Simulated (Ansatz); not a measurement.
Rock-salt EuN was calculated with PBEsol-D3(BJ) (PAW; Ansatz, an electronic-structure program).

Input:

Ansatz 0.2 input:
```yaml
crystal:
  lattice:
    - [0.0, 2.4917047455, 2.4917047455]
    - [2.4917047455, 0.0, 2.4917047455]
    - [2.4917047455, 2.4917047455, 0.0]
  atoms:
    - { symbol: Eu, position: [0.0, 0.0, 0.0], spin: 7.0 }
    - { symbol: N, position: [0.5, 0.5, 0.5], spin: 0.0 }
basis:
  ecutwfc: 520
  ecutrho_ratio: 4
  xc_grid: 2
kpoints:
  mp_grid: { grid: [12, 12, 12] }
hamiltonian:
  xc: pbesol
  dispersion: d3bj
  pseudopotentials: { kind: paw }
scf:
  occupations: { method: fermi_dirac, width: 0.01 }
  convergence: { dr2_threshold: 0.0000000002 }
output:
  forces: true
  stress: true
  eigenvalues: true
magnetization:
  spin_polarized: true
```

Excerpt of the program's output:

```
Crystal: 2 atoms, lattice volume = 30.940 Å³
Basis set: ecut = 520 eV, 869 PW (Γ), exchange–correlation on 54×54×54 points (8 copies of the dense FFT grid, shifted against one another)
Bands: 19, of which v1, the nominal top of the filled ones, is band 11 counted from 1 (10 counted from 0)
Symmetry: 48 space group operations
Space group: Fm-3m (ITA 225), of the structure as read, at distance tolerance 3.1e-5 Å
k-points: 72 of 1728
Initial density: superposition of atomic densities (chi_scale 0.1, normalization cell)
Functional: x = pbesol(κ = 0.804, μ = 0.12345679012345678), c = pbesol(β = 0.046)
spin=Collinear: Kerker preconditioning applied to the charge; magnetization (m = ρ↑ − ρ↓) channel mixes plain (no charge-response kernel on spin).
SCF 1 converged in 15 iterations: F = -9045.877421 eV  dr2 = 4.35e-11
SCF converged after 15 iterations
Magnetization: 6.0000 μB (14.0000 up, 8.0000 down)
Free energy (F): -9045.877421 eV
Internal energy: -9045.876662 eV  (E = F + TS)
E sigma→0 (E₀):  -9045.877042 eV
Fermi energy:    13.718786 eV
--- Forces (eV/Å), atoms counted from 1 ---
  atom   1  Eu    -0.00000000     0.00000000    -0.00000000
  atom   2  N      0.00000000    -0.00000000     0.00000000
--- Stress (GPa, compression-positive) ---
       -4.951721       0.000000      -0.000000
        0.000000      -4.951721      -0.000000
        0.000000       0.000000      -4.951721
  P = ⅓ Tr σ = -4.9517 GPa (-49.517 kbar)
```

The cell is one volume of an energy–volume scan, off the minimum.

The PAW data were made under PBE.

The run is spin-polarised with parallel starting moments, which need not be the measured order.

Note: the magnetic order was assumed, not searched for or taken from measurement. Note: the 4f shell is treated without U or exact exchange, so its levels and filling can be wrong.

The result took roughly 11 core-seconds.
